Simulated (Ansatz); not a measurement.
Species: C2H, net charge -1, singlet state. It need not be the lowest isomer of its formula. Whether it binds its extra electron was not tested at this geometry. 
Structure (B3LYP-D3(BJ)/def2-TZVP (Ansatz, a quantum-chemistry and plane-wave program) minimum search):
```xyz
3

C      0.0000     0.0000    -0.4894
C      0.0000     0.0000     0.7491
H      0.0000     0.0000    -1.5577
```
Charge -1, spin multiplicity 1.

Basis-set convergence of Hartree-Fock and CCSD correlation energies (hartree) with Ansatz. Correlated levels leave the core frozen unless marked. No spin-orbit coupling. No relativistic terms.

```csv
basis,functions,E(HF),"E(corr, CCSD)"
aug-cc-pVDZ,55,-76.21676,-0.28188
aug-cc-pVTZ,115,-76.23399,-0.32650
aug-cc-pVQZ,206,-76.23812,-0.33971
```

Extrapolating the two largest sets (X = 3 and 4) as X^-3: E(corr) = (64·(-0.33971) - 27·(-0.32650))/37 = -0.3493 Eh, an estimate of the basis-set limit. The largest set recovers 97.2 % of it, the smallest 80.7 %.
